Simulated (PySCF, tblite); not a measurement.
Isomers of C4H4NP, one GFN2-xTB conformer each. Single-point energies are computed at PBE0/pcSseg-1 (PySCF, gas phase, no added dispersion term), electronic only.

Question: Rank them by PBE0/pcSseg-1 energy, lowest first (kcal/mol).
A. `c1cpccn1`
B. `[N:1]#[C:2][CH2:3][CH2:4][C:5]#[P:6]` with C2–C3–C4–C5 180°
C. `c1ccncp1`

Answer: A (0.0), C (2.2), B (29.4).

As drawn, the lowest has an aromatic ring, which the highest lacks; the highest has a C≡N group, which the lowest lacks. Neighbours under 2.5 kcal/mol apart (c1cpccn1 and c1cncpc1) can change places with a better method, another conformer or zero-point energy. GFN2-xTB itself gives, in the same order: 0.0, 0.7, 38.2. Both levels put the same isomer lowest; measured from each level's own lowest isomer, the values differ by up to 8.8 kcal/mol (N#CCCC#P: 38.2 against 29.4).

Which frontier levels, dipoles and rotational constants go with these structures?

```csv
SMILES,"HOMO (eV, PBE0/pcSseg-1)",LUMO (eV),dipole (D),"A, B, C (MHz)"
c1cpccn1,-7.45,-2.11,0.81,"5491, 3556, 2158"
c1cncpc1,-7.11,-1.90,1.89,"5355, 3623, 2161"
N#CCCC#P,-8.00,-1.56,2.66,"23741, 984.0, 956.1"
```

What happens when harmonic zero-point energies from GFN2-xTB frequencies are added?

```tsv
SMILES	ZPE (kcal/mol)	electronic (kcal/mol)	with ZPE (kcal/mol)
c1cpccn1	43.6	0.0	0.0
c1cncpc1	43.6	2.2	2.2
N#CCCC#P	43.2	29.4	28.9
```

The zero-point energies span 0.4 kcal/mol. The order is unchanged.

As an exercise, what shares would exp(−E/RT) give at 1000 K from these electronic energies alone (no entropy, no degeneracies)?

RT = 1.987 kcal/mol: c1cpccn1 74.8 %, c1cncpc1 25.2 %, N#CCCC#P under 0.1 %.
